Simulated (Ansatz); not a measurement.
# ClH5Si2: the cost of one run

Computed with Ansatz 0.2.0, driven from Python. Level of theory: CCSD(T)/6-31G*.

## (1) Starting point

Bond lengths: Si1–Si2 2.232 Å, Si2–Cl3 2.022 Å, Si1–H4 1.454 Å, Si1–H5 1.511 Å, Si1–H6 1.528 Å, Si2–H7 1.478 Å, Si2–H8 1.486 Å. Angles: Si1–Si2–Cl3 110.6°, Si1–Si2–H7 112.7°, Si1–Si2–H8 111.7°, Cl3–Si2–H7 105.9°, Cl3–Si2–H8 105.2°, H7–Si2–H8 110.3°, Si2–Si1–H4 112.2°, Si2–Si1–H5 114.1°, Si2–Si1–H6 113.9°, H4–Si1–H5 104.2°, H4–Si1–H6 105.4°, H5–Si1–H6 106.2°.

No structure file is read: the coordinates are typed or built in the script.

## (2) The script

File clh5si2.py:

```python
'''Energy to split ClH5Si2 into its atoms.'''

from collections import Counter

import ansatz as az


def energy(molecule, charge=0, unpaired=0):
    calc = (
        molecule.calculation()
        .basis(gaussian='6-31G*')
        .correlation('ccsd_t')
    )
    if charge:
        calc = calc.charge(charge)
    if unpaired:
        calc = calc.spin('collinear', total=unpaired)
    return calc.run().report['free_energy_ev']


def main() -> None:
    geometry_ang = [
        ('Si', (-0.6617, 0.8195, -0.3644)),
        ('Si', (0.5572, -0.9181, 0.3256)),
        ('Cl', (2.3981, -0.3112, 0.901)),
        ('H', (-1.9893, 0.419, -0.8028)),
        ('H', (-0.0817, 1.5456, -1.556)),
        ('H', (-0.8923, 1.8798, 0.711)),
        ('H', (-0.0305, -1.5972, 1.4991)),
        ('H', (0.7923, -1.8945, -0.7693)),
    ]
    clh5si2 = az.Crystal.molecule()
    for symbol, xyz in geometry_ang:
        clh5si2 = clh5si2.atom(symbol, xyz)

    # unpaired electrons of the ground-state atoms
    unpaired = {'Si': 2, 'Cl': 1, 'H': 1}
    counts = Counter(site.symbol for site in clh5si2.cartesian_sites)
    atom_energy = {s: energy(az.Crystal.molecule().atom(s, (0, 0, 0)), 0, unpaired[s]) for s in counts}
    whole = energy(clh5si2, 0, 0)
    for s, e in atom_energy.items():
        print(f'{s:2s} x{counts[s]}  {e:14.5f} eV')
    print(f'ClH5Si2: {whole:.5f} eV')
    split = sum(counts[s] * e for s, e in atom_energy.items()) - whole
    print(f'atomisation energy (no zero-point term): {23.060548 * split:.1f} kcal/mol, {split / sum(counts.values()):.3f} eV an atom')


if __name__ == '__main__':
    main()
```

## (3) The input behind the calls

The engine receives this input (first run):

```yaml
crystal:
  periodic: [false, false, false]
  atoms:
    - { symbol: Si, position_ang: [0.0, 0.0, 0.0] }
basis:
  gaussian:
    orbitals: "6-31G*"
magnetization:
  spin_polarized: true
  initial_magnetization: 2.0
correlation:
  method: ccsd_t
```

## (4) Launch

Started as:

```console
$ python clh5si2.py
```

What time and memory should one allow on 1 thread of Arm Neoverse V1, shared host?

About 3 s, with a peak of 0.2 GiB.
